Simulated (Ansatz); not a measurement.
`C#CCCl` + `OCF` → `C#CCOCF` + HCl  (substitution at a C–Cl bond)

Program: Ansatz. Geometries: PBE0-D4/def2-TZVP. ΔE: electronic, gas phase. CCSD(T)/CBS adds triple-zeta CCSD(T) − MP2 to the extrapolated MP2 energy (def2 sets, frozen cores). This one scheme is used for every species. DFT in def2-TZVPP. Each species was taken in one conformer, which may not be the lowest.

```json
{"level": "PBE-D4", "ΔE (eV)": "0.12"}
{"level": "ωB97X-V", "ΔE (eV)": "0.05"}
{"level": "MP2/def2-TZVPP", "ΔE (eV)": "0.09"}
{"level": "HF/def2-QZVPP", "ΔE (eV)": "0.07"}
```

Problem. What does CCSD(T)/CBS give? (Best estimate.)

Solution. Ansatz gave: +0.08 eV. The listed levels differ from it by 0.04, -0.03, 0.01, -0.01 eV.

Largest T1 diagnostic among the species: 0.012.

The D4 term adds −0.04 eV with B3LYP and −0.02 eV with PBE0; it sums over pairs of atoms, weighted by their polarisabilities, and B3LYP, whose exchange is more repulsive, gets the larger term.

B3LYP here is the variant with VWN-RPA as its local correlation; programs differ in this.
